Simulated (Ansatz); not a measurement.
A nudged elastic band was laid between two geometries of ClH4NSi (7 atoms, charge 0, multiplicity 1).

All numbers below come from Ansatz 0.2.0, RKS PBE0-D4/def2-SVP.

```
movable images  : 9
climbing image  : yes
spring          : 5.0 eV/Å²
optimiser       : quadratic models (default)
start path      : through a guess of the saddle point
force threshold : 0.05 eV/Å
iteration limit : 60
end points      : relaxed
```

Initial state:

```xyz
7
Properties=species:S:1:pos:R:3
Si 0.377 0.044 0.121
N 0.814 0.111 1.776
H 0.091 0.163 2.486
H 1.604 -0.433 2.107
H 1.611 0.189 -0.693
H -0.615 1.116 -0.148
Cl -0.524 -1.737 -0.486
```

Final state:

```xyz
7
Properties=species:S:1:pos:R:3
Si 0.121 0.419 -0.526
N 1.116 -0.059 1.211
H 0.483 -0.617 1.791
H 1.422 0.758 1.745
H 1.936 -0.634 1.013
H -0.906 1.125 0.374
Cl -0.815 -1.538 -0.445
```

(1) Which bonds break or form, and what moves?

(2) Give the energies along the band, and the barrier.

(3) What is the geometry of the highest image?

## Answers

(1) Bonds broken: Si1–H5. Bonds formed: N2–H5.

(2) The run converged. The highest image is number 7 of 0 to 10, 69.3 kcal/mol above the first end and 39.4 kcal/mol above the last; the last end lies 29.9 kcal/mol above the first. The profile has 2 maxima (images 3, 7) with wells between them (image 5): this band takes more than one step, which may be the mechanism or a detour left from its start path. Neighbouring images differ by up to 1.9 eV, so the band resolves the path poorly. A vibrational analysis at the climbing image gives one clearly imaginary mode, 1506i cm⁻¹: a first-order saddle point. The orbitals stay closed-shell, which can raise the energy where a bond breaks towards radicals; this wasn't checked here.

```tsv
image	path coordinate (Å)	energy (kcal/mol)	Si1–H5 (Å)	N2–H5 (Å)
0	0.00	0.0	1.49	2.60
1	0.71	1.6	1.49	2.58
2	1.41	3.2	1.49	2.63
3	2.12	3.3	1.49	2.73
4	2.83	1.8	1.49	2.68
5	3.53	0.4	1.48	2.54
6	4.24	24.6	1.48	2.03
7	4.95	69.3	1.63	1.38
8	5.90	32.4	2.45	1.02
9	6.85	30.5	2.65	1.02
10	7.81	29.9	2.60	1.02
```

(3) 
```xyz
7
Properties=species:S:1:pos:R:3:forces:R:3
Si 0.284 -0.130 -0.248 0.00 0.00 0.00
N 0.970 -0.019 1.491 0.00 0.00 0.00
H 1.250 -0.903 1.914 0.00 0.00 0.00
H 0.741 0.672 2.212 0.00 0.00 0.00
H 1.789 -0.071 0.380 0.00 0.00 0.00
H -0.260 1.266 -0.335 0.00 0.00 0.00
Cl -1.417 -1.363 -0.251 0.00 0.00 0.00
```

The run took 8.8 min on 1 thread of Arm Neoverse V2, with other jobs on the host, peak memory 0.13 GiB.
